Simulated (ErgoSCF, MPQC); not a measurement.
# A workflow on HCN (hydrogen cyanide)

Wanted: a series of 12 runs (HF/pcseg-1, HF/aug-pcseg-0, HF/aug-pcseg-1, HF/aug-pcseg-2, BHLYP/def2-SVP, HF/6-31G*) of HCN (hydrogen cyanide). Among other things, some runs vary the radint, opt conv. 

Program for the calculation: ErgoSCF 3.8, MPQC 2.3.1.

5 further runs of the same task are left out: 5 set aside as unsound or not needed.

## Step 1: Starting point

HCN has 3 atoms, charge 0, and is taken as a singlet. As SMILES, `C#N`. The coordinates come from a PBE0-D4/def2-TZVP relaxation.

Bond lengths: C1–N2 1.146 Å, C1–H3 1.069 Å. Angles: N2–C1–H3 180.0°.

## Step 2: The response to a field at HF/pcseg-1 (run 1)

File input.ego:

```
# single point, CHN
set_nthreads("env")
molecule_inline Angstrom
C  -0.005600 -0.024400 -0.005600
N  0.252000 1.061000 0.255200
H  -0.246400 -1.036600 -0.249500
EOF
lr.max_iterations = 30
basis = "pcseg-1"
scf.output_mulliken_pop = 1
scf.max_number_of_iterations = 70
lr.convergence_threshold = 0.0001
charge = 0
scf.use_diagonalization = 1
tmpdir = "."
get_polarisability "HF" all 0.077
```

The basis set pcseg-1 is read from a file made from the Basis Set Exchange's data (not shown).

Started as:

```bash
$ ergo input.ego
```

The log of the run:

```text
[...]
INSC SCF_general constructor, number of basis functions: 33
[...]
INSC Energy   1 =        -33.47447500947
[...]
INDE E_LUMO =          0.15461487942
[...]
INSC Energy  16 =        -92.85199117536  ( diff     -0.000000000000583 )
[...]
RESC CONVERGED after  16 iterations.
RESC FINAL ENERGY:        -92.85199117536
[...]
INSC SCF: dipole_moment_x [atomic units] =      -0.29701340
INSC SCF: dipole_moment_y [atomic units] =      -1.25019350
INSC SCF: dipole_moment_z [atomic units] =      -0.30076045
[...]
```

On the terminal:

```text
Inline main molecule with 3 atoms.
Step  1: ssize:   2 |r|=      2.14896 shift=  0.077000
Step  2: ssize:   4 |r|=     0.538684 shift=  0.077000
Step  3: ssize:   6 |r|=    0.0784018 shift=  0.077000
Step  4: ssize:   8 |r|=    0.0207866 shift=  0.077000
Step  5: ssize:  10 |r|=    0.0048606 shift=  0.077000
Step  6: ssize:  12 |r|=    0.0012068 shift=  0.077000
Step  7: ssize:  14 |r|=  0.000286828 shift=  0.077000
Response << X | X >> at freq     0.077000000:    -9.263398854
Response << Y | X >> at freq     0.077000000:    -2.684239934
Response << Z | X >> at freq     0.077000000:   -0.6450059217
Step  1: ssize:   2 |r|=      3.88646 shift=  0.077000
Step  2: ssize:   4 |r|=     0.760107 shift=  0.077000
Step  3: ssize:   6 |r|=     0.120324 shift=  0.077000
Step  4: ssize:   8 |r|=    0.0210922 shift=  0.077000
Step  5: ssize:  10 |r|=   0.00690551 shift=  0.077000
Step  6: ssize:  12 |r|=   0.00168807 shift=  0.077000
Step  7: ssize:  14 |r|=  0.000655047 shift=  0.077000
Step  8: ssize:  16 |r|=  0.000196181 shift=  0.077000
Response << X | Y >> at freq     0.077000000:    -2.684252672
Response << Y | Y >> at freq     0.077000000:    -19.93594524
Response << Z | Y >> at freq     0.077000000:    -2.717620807
Step  1: ssize:   2 |r|=      2.16352 shift=  0.077000
Step  2: ssize:   4 |r|=     0.538883 shift=  0.077000
Step  3: ssize:   6 |r|=    0.0786388 shift=  0.077000
Step  4: ssize:   8 |r|=    0.0208616 shift=  0.077000
Step  5: ssize:  10 |r|=   0.00489084 shift=  0.077000
Step  6: ssize:  12 |r|=   0.00121742 shift=  0.077000
Step  7: ssize:  14 |r|=  0.000289462 shift=  0.077000
Response << X | Z >> at freq     0.077000000:   -0.6450058064
Response << Y | Z >> at freq     0.077000000:    -2.717607468
Response << Z | Z >> at freq     0.077000000:    -9.279337206
```

Wall time 5.1 s (1 thread of Arm Neoverse V1, shared host); peak memory 0.26 GiB.

## Step 3: The polarisability at HF/aug-pcseg-0 (run 2)

input.ego, as its differences from that of step 2:

```diff
@@ -8,3 +8,3 @@
 lr.max_iterations = 30
-basis = "pcseg-1"
+basis = "aug-pcseg-0"
 scf.output_mulliken_pop = 1
```

The basis set aug-pcseg-0 is read from a file made from the Basis Set Exchange's data (not shown).

Started as:

```bash
$ ergo input.ego
```

The log of the run:

```text
[...]
INSC SCF_general constructor, number of basis functions: 29
[...]
INSC Energy   1 =        -44.74409240342
[...]
INDE E_LUMO =          0.03419098943
[...]
INSC Energy  13 =        -92.60875731942  ( diff     -0.000000000000327 )
[...]
RESC CONVERGED after  13 iterations.
RESC FINAL ENERGY:        -92.60875731942
[...]
INSC SCF: dipole_moment_x [atomic units] =      -0.30679172
INSC SCF: dipole_moment_y [atomic units] =      -1.29116151
INSC SCF: dipole_moment_z [atomic units] =      -0.31067073
[...]
```

The script printed:

```text
Inline main molecule with 3 atoms.
Step  1: ssize:   2 |r|=       1.9912 shift=  0.077000
Step  2: ssize:   4 |r|=     0.502267 shift=  0.077000
Step  3: ssize:   6 |r|=    0.0697624 shift=  0.077000
Step  4: ssize:   8 |r|=    0.0206421 shift=  0.077000
Step  5: ssize:  10 |r|=    0.0048003 shift=  0.077000
Step  6: ssize:  12 |r|=   0.00126211 shift=  0.077000
Step  7: ssize:  14 |r|=  0.000338971 shift=  0.077000
Response << X | X >> at freq     0.077000000:    -9.299154426
Response << Y | X >> at freq     0.077000000:    -2.915301263
Response << Z | X >> at freq     0.077000000:   -0.7004771347
Step  1: ssize:   2 |r|=      3.89189 shift=  0.077000
Step  2: ssize:   4 |r|=      0.80319 shift=  0.077000
Step  3: ssize:   6 |r|=    0.0985836 shift=  0.077000
Step  4: ssize:   8 |r|=    0.0220137 shift=  0.077000
Step  5: ssize:  10 |r|=    0.0059552 shift=  0.077000
Step  6: ssize:  12 |r|=   0.00285594 shift=  0.077000
Step  7: ssize:  14 |r|=  0.000729021 shift=  0.077000
Response << X | Y >> at freq     0.077000000:    -2.915335122
Response << Y | Y >> at freq     0.077000000:    -20.89124797
Response << Z | Y >> at freq     0.077000000:    -2.951541694
Step  1: ssize:   2 |r|=      2.00496 shift=  0.077000
Step  2: ssize:   4 |r|=      0.50279 shift=  0.077000
Step  3: ssize:   6 |r|=    0.0700716 shift=  0.077000
Step  4: ssize:   8 |r|=    0.0207273 shift=  0.077000
Step  5: ssize:  10 |r|=   0.00482534 shift=  0.077000
Step  6: ssize:  12 |r|=   0.00126915 shift=  0.077000
Step  7: ssize:  14 |r|=  0.000341489 shift=  0.077000
Response << X | Z >> at freq     0.077000000:   -0.7004772186
Response << Y | Z >> at freq     0.077000000:    -2.951507783
Response << Z | Z >> at freq     0.077000000:    -9.316447363
```

Run time: 1.8 s. Hardware: 1 thread of Arm Neoverse V1, shared host; peak memory 0.26 GiB.

Runs 3 to 11 aren't shown in full; the table further down has their settings and results.

## Step 4: A structure relaxation at HF/6-31G(d) (spherical functions, hessian update BFGS) (run 12)

File input.in:

```
molecule<Molecule>: (
  symmetry = c1
  unit = angstrom
  { atoms geometry } = {
    C  [ -0.005600 -0.024400 -0.005600 ]
    N  [ 0.252000 1.061000 0.255200 ]
    H  [ -0.246400 -1.036600 -0.249500 ]
  }
)
basis<GaussianBasisSet>: (
  name = "6-31G*"
  molecule = $:molecule
  basisdir = "."
  puream = yes
)
mpqc: (
  checkpoint = no
  savestate = no
  restart = no
  do_energy = yes
  do_gradient = no
  optimize = yes
  coor<SymmMolecularCoor>: (
    molecule = $:molecule
    generator<IntCoorGen>: ( molecule = $:molecule )
  )
  mole<CLHF>: (
    molecule = $:molecule
    basis = $:basis
    total_charge = 0
    memory = 1000000000
    print_evals = yes
    print_npa = yes
    maxiter = 70
    guess_wavefunction<CLHF>: (
      molecule = $:molecule
      total_charge = 0
      memory = 1000000000
      value_accuracy = 1e-3
      basis<GaussianBasisSet>: (
        name = "3-21G"
        molecule = $:molecule
      )
    )
    coor = $..:coor
  )
  opt<QNewtonOpt>: (
    function = $..:mole
    max_iterations = 40
    update<BFGSUpdate>: ()
    convergence<MolEnergyConvergence>: (
      cartesian = yes
      energy = $..:..:mole
      max_grad = 1e-05
      max_disp = 1e-05
      graddisp = 1e-05
    )
  )
)
```

The basis set 6-31G* is read from a file made from the Basis Set Exchange's data (not shown).

Started as:

```bash
$ mpqc input.in > input.out
```

The log of the run:

```text
MPQC: Massively Parallel Quantum Chemistry
[...]
    symmetry = c1
[...]
  LUMO is     8   A =   0.204375
  total scf energy =  -92.8745388794
[...]
  Total Gradient:
       1   C  -0.0000013146  -0.0000086904  -0.0000011889
       2   N   0.0000002050   0.0000023859   0.0000001389
       3   H   0.0000011096   0.0000063045   0.0000010500
  Max Gradient     :   0.0000086904   0.0000100000  yes
  Max Displacement :   0.0000086431   0.0000100000  yes
  Gradient*Displace:   0.0000000001   0.0000100000  yes
[...]
  Value of the MolecularEnergy:  -92.8745388794
[...]
```

Run time: 1.1 s. Hardware: 1 thread of Arm Neoverse V1, shared host; peak memory 0.35 GiB.

Steps, from the record of the run:

| step | energy from the first frame kept (eV) | largest force (eV/Å) |
| --- | --- | --- |
| 0 | 0.0000 | 1.9289 |
| 1 | -0.0138 | 0.5645 |
| 2 | -0.0149 | 0.0339 |
| 3 | -0.0149 | 0.0035 |
| 4 | -0.0149 | 0.0014 |
| 5 | -0.0149 | 0.0010 |
| 6 | -0.0149 | 0.0005 |

After the run. Bond lengths: C1–N2 1.133 Å, C1–H3 1.059 Å. Angles: N2–C1–H3 180.0°.

## Step 5: All runs side by side

| run | level | radint | opt conv | energy (Eh) | dipole moment (D) | wall time |
| --- | --- | --- | --- | --- | --- | --- |
| 1 | HF/pcseg-1 | – | – | -92.851991 | 3.35 | 5.1 s |
| 2 | HF/aug-pcseg-0 | – | – | -92.608757 | 3.46 | 1.8 s |
| 3 | HF/aug-pcseg-1 | – | – | -92.857308 | 3.29 | 15 s |
| 4 | HF/aug-pcseg-2 | – | – | -92.907268 | 3.29 | 4.9 min |
| 5 | BHLYP/def2-SVP | 1e-07 | – | -93.293450 | 2.98 | 2.3 s |
| 6 | BHLYP/def2-SVP | 1e-09 | – | -93.293432 | 2.98 | 2.4 s |
| 7 | BHLYP/def2-SVP | 1e-11 | – | -93.293436 | 2.98 | 2.4 s |
| 8 | BHLYP/def2-SVP | 1e-13 | – | -93.293435 | 2.98 | 2.5 s |
| 9 | HF/6-31G* (spherical functions, hessian update BFGS) | – | 0.001 | -92.874539 | – | 0.5 s |
| 10 | HF/6-31G* (spherical functions, hessian update BFGS) | – | 0.0003 | -92.874539 | – | 0.64 s |
| 11 | HF/6-31G* (spherical functions, hessian update BFGS) | – | 0.0001 | -92.874539 | – | 0.64 s |
| 12 | HF/6-31G* (spherical functions, hessian update BFGS) | – | 1e-05 | -92.874539 | – | 1.1 s |

Convergence of the total energy of singlet HCN with the radint, against the last point:

| radint | from the last (mEh) | wall time |
| --- | --- | --- |
| 1e-07 | -0.015 | 2.3 s |
| 1e-09 | +0.003 | 2.4 s |
| 1e-11 | -0.000 | 2.4 s |
| 1e-13 | +0.000 | 2.5 s |

Convergence of the HOMO energy of singlet HCN with the opt conv, against the last point:

| opt conv | from the last (eV) | wall time |
| --- | --- | --- |
| 0.001 au | +0.0015 | 0.5 s |
| 0.0003 au | +0.0000 | 0.64 s |
| 0.0001 au | +0.0000 | 0.64 s |
| 1e-05 au | +0.0000 | 1.1 s |

## Step 6: Outcome

| quantity | value |
| --- | --- |
| run 12, HF/6-31G*: total energy at the end | -92.87454 Eh |
| run 12, HF/6-31G*: HOMO energy | -13.52 eV |
| run 12, HF/6-31G*: LUMO energy | 5.56 eV |
| run 12, HF/6-31G*: HOMO–LUMO gap | 19.09 eV |

What this shows: For the total energy of singlet HCN to stay within 0.01 mEh of the last point, 1e-09 is the first point of the series from which all later ones do (2.4 s against 2.5 s). For the HOMO energy of singlet HCN to stay within 0.001 eV of the last point, 0.0003 au is the first point of the series from which all later ones do (0.64 s against 1.1 s). Over runs 1, 2, 3, 4, 5, 6, 7, 8 the dipole moment (its size) runs from 2.98 D (BHLYP/def2-SVP) to 3.46 D (HF/aug-pcseg-0). The two ends differ in method and basis. All runs together took 5.5 min, the longest 4.9 min.
